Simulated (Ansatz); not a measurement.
Forces on a displaced structure

MgF$_{2}$ (SMILES [F][Mg][F]), closed shell, displaced at random from its PBE0-D4/def2-TZVP minimum.

```xyz
3
angstrom
F -1.4169 0.7131 -0.6606
Mg 0.0235 -0.1214 0.0597
F 1.3343 -0.8840 0.7360
```

Computed with Ansatz 0.2.0 (basis: def2-TZVPP); correlated methods freeze the cores. The outer core shell of Li, Na, Mg and K is correlated. The def2 sets are not built for correlating such inner shells, so the correlated values are less sure here.

CCSD(T) forces from the calculation:
| atom | Fx | Fy | Fz (eV/Å) |
| --- | --- | --- | --- |
| F1 | 0.922 | -0.533 | 0.454 |
| Mg2 | -2.769 | 1.607 | -1.399 |
| F3 | 1.847 | -1.074 | 0.945 |

**Question.** Which atom feels the largest CCSD(T) force, and how large is it?

**Answer.** Mg2, 3.49 eV/Å, along (-0.79, 0.46, -0.40).

Root-mean-square difference of the force components from those of CCSD(T): PBE-D4 0.161; r2SCAN-D4 0.007; PBE0-D4 0.027; wB97M-V 0.029 eV/Å.

The T1 diagnostic stays at or below 0.013.

For scale, one of the runs: CCSD(T)/def2-TZVPP forces, 94 basis functions (an equivalent command: `ansatz run in.yaml --threads 2`). The run took about 26 s on 2 CPU threads (shared host).
